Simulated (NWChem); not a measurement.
**Polarisability of ammonia (H3N)**

SMILES: N
```xyz
4

N      0.0016     0.1283     0.0000
H     -0.4728    -0.2934     0.8124
H     -0.4728    -0.2934    -0.8124
H      0.9343    -0.3110     0.0000
```
Charge 0, spin multiplicity 1.

Program: NWChem. The geometry was optimised at PBE/def2-SVP, a minimum by its harmonic frequencies.

Basis set: def2-SVPD. The field's frequency is 0.0773 Ha (589 nm).

The correlated methods keep 1 core orbital frozen. B3LYP has NWChem's definition, with VWN1-RPA local correlation. Coupled-cluster values serve here as a point of comparison, not as the truth.

Q: For the isotropic polarisability, LDA (SVWN5) gives 14.91 bohr³ and PBE gives 14.73 bohr³. What do HF, CCSD linear response, B3LYP give?

A: HF: 12.82 bohr³; CCSD linear response: 14.00 bohr³; B3LYP: 14.23 bohr³.
